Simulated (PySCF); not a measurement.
**Does the structure fit the spectrum?**

A compound C$_{3}$H$_{4}$FN gives the data below (simulated from a calculation) and was assigned the structure `[H]/N=C/C=C\F`.

13C{1H} NMR (computed): δ 169.0 (C, d, J = 371.6 Hz), 155.2 (CH2, d, J = 20.5 Hz), 102.8 (CH2, d, J = 36.5 Hz).

1H NMR (500 MHz, computed): δ 7.60 (ddd, J = 18.6, 2.5, 1.3 Hz, 1H), 7.26 (dt, J = 18.6, 1.5 Hz, 1H), 5.13 (dt, J = 36.3, 1.2 Hz, 1H), 4.96 (dd, J = 2.4, 1.8 Hz, 1H).

- geometry: PBE0-D3(BJ)/def2-SVP
- NMR shieldings at PBE0/pcSseg-1/GIAO
- J: B3LYP/pcJ-1
- program: PySCF 2.14.0 with density-fitted response routines
- relativity neglected, gas phase, one computed conformer

δ = σ(ref) − σ, references computed at the same level: 1H (31.27 ppm) and 13C (184.41 ppm) against TMS.

**Question.** Compare with the shifts computed for the proposed structure, pairing carbons in order of shift.

**Answer.** Mapped SMILES: `[H]/[N:1]=[CH:2]/[CH:3]=[CH:4]\[F:5]`; H(Xn) means a hydrogen on atom n.

```tsv
atom	computed for proposal	given list	difference
C2	167.9	169.0	-1.1
C4	165.0	155.2	+9.8
C3	121.6	102.8	+18.8
```

The rms difference is 12.2 ppm and the largest +18.8 ppm at C3 (alkene CH). The carbon types in order of shift don't match either: CH, CH, CH for the proposal against C, CH2, CH2 in the data. The proposal doesn't fit.

**Question.** Which isomer fits?

**Answer.** SMILES C=NC(=C)F.

Carbon types of the structure: 1 × C, 2 × CH2, which accounts for all hydrogens. δC 169.0: fully substituted alkene carbon. δC 155.2: C=N carbon. δC 102.8: terminal =CH2 carbon; as expected for a trigonal carbon in a double bond. δH 5.13, 4.96: hydrogen on a terminal =CH2 carbon; attached to an sp2 carbon and in the plane of the double bond. The protons at 7.60 and 7.26 share a coupling of 18.6 Hz (geminal).

Other isomers checked: [H]/N=C\C=C\F (rms 13.0 ppm); C=N/C=C\F (rms 17.9 ppm).

The shifts were computed for this structure.

Common functionals overestimate the size of one-bond C–F couplings by tens of Hz; these are unscaled. Splittings below 1 Hz are ignored in the labels, and close J values are merged. Shifts are as computed. Against solution values, carbons near 30 ppm lie about +2 ppm off and those near 130 ppm about +5 ppm. Of 1211 compounds with measured shifts, 218 miss one by over three times the rms of a fit or turn the order of signals round; such compounds aren't used in these exercises.
